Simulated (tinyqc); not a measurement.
Hueckel theory of the pi electrons, for the molecule C=C[CH2+] (SMILES; centres numbered as the heavy atoms are written), step by step. Computed by tinyqc, a small Python program that keeps every step. Settings: charge = 1. Command: `OMP_NUM_THREADS=1 python tinyqc.py 23289 23290 out.jsonl` (the two numbers bound the seeds that draw the settings). One thread of a shared host (Intel(R) Xeon(R) Processor @ 2.60GHz), about 0.01 s of CPU time with the checks.

## The Hueckel matrix

Centres:
```
centre  z_r, pi electrons of the neutral centre        h
1C                                            1  0.00000
2C                                            1  0.00000
3C                                            1  0.00000
```

Bonds:
```
i  j  k
1  2  1
2  3  1
```

H_rr = alpha + h_r beta, H_rs = k_rs beta for bonded centres.

Hueckel matrix in units of beta (H = alpha + beta A), lower triangle:
```
         1C       2C       3C
1C  0.00000
2C  1.00000  0.00000
3C  0.00000  1.00000  0.00000
```

## Orbitals

pi electrons, sum of z_r less the charge = 2

Diagonalise; E = alpha + x beta with beta < 0, so the largest x are filled first; degenerate levels share their electrons. P = sum n_i c_ri c_si; each orbital has its largest coefficient positive (the first on a tie).

x values: 1.41421  0.00000  -1.41421

occupations: 2.00000  0.00000  0.00000

coefficients:
```
        MO1       MO2       MO3
1C  0.50000   0.70711  -0.50000
2C  0.70711   0.00000   0.70711
3C  0.50000  -0.70711  -0.50000
```

charge and bond-order matrix P, lower triangle:
```
         1C       2C       3C
1C  0.50000
2C  0.70711  1.00000
3C  0.50000  0.70711  0.50000
```

## Energy, charges, bond orders

E = sum n x; q_r = z_r - P_rr; bond order p = P_rs; free valence = sqrt(3) - sum of p over the bonds of the atom.

pi energy = 2 alpha + this times beta = 2.82843

pi charges: 1C 0.50000, 2C 0.00000, 3C 0.50000

Bond orders and lengths from R = 1.517 - 0.180 p (angstrom, C-C alone):
```
bond        p        R
1-2   0.70711  1.38972
2-3   0.70711  1.38972
```

free valence of the carbons: 1C 1.02494, 2C 0.31784, 3C 1.02494

gap between the highest filled and the next level = 1.41421 |beta|
